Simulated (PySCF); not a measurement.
# Which basis set comes closest?

Molecule: `FCC(F)F`, C₂H₃F₃.

Mapped SMILES: `[F:1][CH2:2][CH:3]([F:4])[F:5]`. Each H is labelled by its parent atom.

Geometry PBE0-D3(BJ)/def2-SVP throughout; GIAO in PySCF 2.14.0 with density-fitted response routines, gas phase, one conformer, non-relativistic; equivalent atoms averaged; functional PBE0.

Reference values (measured; G. Saielli, R. Bini, A. Bagno, Computational 19F NMR. 2. Organic compounds, RSC Adv. 2014, ESI (exp. from Berger-Braun-Kalinowski 1994 and Everett 1995)): δ(F4/F5) = -129.9 ppm vs CFCl3. Computed shifts are taken against CFCl3, calculated as an isolated molecule at each level.

Problem. How do the basis sets STO-3G, 6-31G, pcSseg-0, 6-31G*, def2-SVP, cc-pVDZ, pcSseg-1, aug-cc-pVDZ, 6-311+G(2d,p), def2-TZVP, cc-pVTZ, IGLO-III, pcSseg-2 perform against the reference? Times are CPU seconds on shared hosts with different chips, so compare them loosely.

Solution. 
```tsv
basis set	functions	F4/F5	abs. error F	core-s
STO-3G	28	-118.0	11.9	1.5
6-31G	51	-152.5	22.6	3
pcSseg-0	51	-155.1	25.2	2.1
6-31G*	76	-138.8	8.9	3.6
def2-SVP	85	-125.6	4.3	3.9
cc-pVDZ	85	-134.5	4.6	3.6
pcSseg-1	100	-143.8	13.9	5.5
aug-cc-pVDZ	142	-136.7	6.8	6.7
6-311+G(2d,p)	153	-146.4	16.5	8.2
def2-TZVP	173	-141.7	11.8	10
cc-pVTZ	192	-139.3	9.4	10
IGLO-III	205	-145.1	15.2	10
pcSseg-2	222	-144.1	14.2	15
```

For 19F the closest is def2-SVP (4.3 ppm, with cc-pVDZ practically level) and the furthest pcSseg-0 (25.2 ppm). Where a smaller basis beats a larger one, errors probably cancel; the largest sets show where the functional converges. One molecule is a small sample, and vibrational and solvent effects are absent from the calculation.

A small basis that lands close on one nucleus may do so by chance; judge by the trend and by all nuclei.
